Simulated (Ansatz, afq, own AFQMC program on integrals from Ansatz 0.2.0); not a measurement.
Integrals from Ansatz 0.2.0, then the random walk in our own AFQMC program (afq).

```yaml
crystal:
  periodic: [false, false, false]
  atoms:
    - {symbol: V, position_ang: [0.000000, 0.000000, 0.000000]}
    - {symbol: H, position_ang: [0.977798, 0.980911, 1.015549]}
    - {symbol: H, position_ang: [-0.981781, -0.975570, 1.016851]}
    - {symbol: H, position_ang: [-0.976246, 0.977112, -1.020691]}
    - {symbol: H, position_ang: [0.980228, -0.982453, -1.011708]}
basis:
  gaussian: {orbitals: def2-TZVP}
magnetization: {spin_polarized: true, initial_magnetization: 3}
correlation: {method: ccsd_t, electrons: outside_noble_gas, hamiltonian_folder: ham}
```

```sh
$ ansatz run in.yaml --threads 1 --pin off --events-out ev --progress --plain --max-ram 24576MiB --backend cuda --devices 0, --max-vram 18GiB
```

Options of the walk:

```
--method free --trial cisd --walkers 4000 --time-step 0.03 --max-blocks 4000 --target-error 0.00036 --factor-cut 1e-05 --seed 9063 --times 0,0.3,0.6,1.2,1.8,2.4,3.6,4.8,6 --taylor-order 8
```

Times are imaginary, in 1/Eh. The walk had a cap of 104 s.

Log:

```
orbitals 60  electrons 6 3  factors 488 of 587
reference energy -945.00466869 Eh
CCSD correlation -0.16446265 Eh in 23 cycles, weight of the determinant in the CISD state 0.8342
repeat  energy at the last time / Eh  error
    10  -945.182547  0.001537
    20  -945.182664  0.001127
time / (1/Eh)  energy / Eh  error  mean overlap
  0.00  -945.169075  0.000057  1.1986
  0.30  -945.174121  0.000067  1.1974
  0.60  -945.176330  0.000074  1.1941
  1.20  -945.178151  0.000115  1.1969
  1.80  -945.179099  0.000134  1.1967
  2.40  -945.179650  0.000197  1.2068
  3.60  -945.180355  0.000354  1.2244
  4.80  -945.180386  0.000478  1.2449
  6.00  -945.182664  0.001127  1.2390
energy -945.182664 +/- 0.001127 Eh
```

The time cap ended the run before it passed its tests.

Against this walk (error 30.7 meV) on the same determinant: CCSD(T) 117.5 meV higher, CCSDT(Q) 0.9 meV higher (within the noise). The error is statistical, and a free projection of finite length keeps a remainder of its start. None of these is a sure reference here. The projection is still falling at its last time (meV from the last point: 97 ± 4 at 1.80, 82 ± 5 at 2.40, 63 ± 10 at 3.60, 62 ± 13 at 4.80, 0 ± 31 at 6.00), so its energy is a cut-off value, and the gaps above aren't errors of the other methods.

Cautions: remainder of the start not in the error; error above the target (30.7 against 9.8 meV); no relativity below Rb; outer-core shells of the metal frozen; lower spins were not checked; strong correlation (T1 0.063, weight of the determinant 0.83, largest double 0.04); unrestricted determinant slightly spin contaminated (⟨S²⟩ 3.82 against 3.75).

The walk took 110 s on 1 × NVIDIA H100 80GB HBM3 with 2 threads of AMD EPYC 7R13 Processor (Zen 3), on a shared host (the card was shared). The log's last line is the free-projection energy.

CCSDT and higher add their correlation energy to the determinant of the CCSD(T) run, since their own runs factorise the integrals more tightly (a shift of under 2 meV).
